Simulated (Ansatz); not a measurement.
A run of Ansatz (development build ahead of 0.2.0) on doublet CN at this shape:

```xyz
2

C     0.0000    0.0000   -0.5157
N     0.0000    0.0000    0.5157
```

Its results:

```
Converged          : yes
Reference energy   : -92.19067 hartree
Correlation energy : -0.32006 hartree
Total energy       : -92.51073 hartree
```

Problem. Which input gives this output? Name the method, the orbitals and the basis set, and write the input.

Solution. ROHF-CCSD(T) in cc-pVTZ.

```yaml
crystal:
  periodic: [false, false, false]
  atoms:
    - { symbol: C, position_ang: [0.0, 0.0, -0.51568] }
    - { symbol: "N", position_ang: [0.0, 0.0, 0.51568] }
basis:
  gaussian: { orbitals: cc-pVTZ }
magnetization:
  initial_magnetization: 1
hamiltonian:
  xc: hf
correlation:
  method: ccsd_t
  frozen_orbitals: { C: 1, "N": 1 }
```
